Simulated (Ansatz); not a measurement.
For rock-salt LiCl, PBE (Ansatz, a first-principles code, plane waves, PAW) gives:

| Quantity | Result |
|---|---|
| equilibrium lattice constant a | 5.150 Å |
| bulk modulus | 31.8 GPa |
| cohesive energy | 3.37 eV/atom |
| band gap at the measured cell | 6.29 eV |

Problem. What does PBE0 (plane waves, PAW; Ansatz) give for the same quantities?

Solution. 
- lattice constant a: 5.110 Å (decreases by 0.8 %)
- bulk modulus: 34.0 GPa (grows by 6.9 %)
- cohesive energy: 3.38 eV/atom (hardly moves)
- band gap at the measured cell: 8.40 eV (increases by 2.11 eV)

For comparison: lattice constant a 5.07 Å (measured, static lattice: zero-point anharmonic expansion removed, sources range from 5.056 to 5.072; as tabulated in Mejia-Rodriguez and Trickey (2018), arXiv:1807.09216); bulk modulus 38.7 GPa (measured, 0 K value with the zero-point phonon effect removed, sources range from 37.3 to 38.7; as tabulated in Mejia-Rodriguez and Trickey (2018), arXiv:1807.09216); cohesive energy 3.59 eV/atom (measured, static lattice: zero-point vibration energy added; as tabulated in Mejia-Rodriguez and Trickey (2018), arXiv:1807.09216); band gap 9.4 eV (measured, low temperature, not corrected to a static lattice; as tabulated in Chen et al. (2018), doi:10.1103/physrevmaterials.2.073803).

Changes are worked out from the printed values.

Unless a cell is named, each level is at its own relaxed cell (PBE 17.08, PBE0 16.68 Å³/atom).

Density-functional gaps are differences of (generalised) Kohn–Sham levels.

Ansatz's density-functional and Hartree–Fock values are scalar-relativistic unless marked +SOC, with PAW data made under PBE.
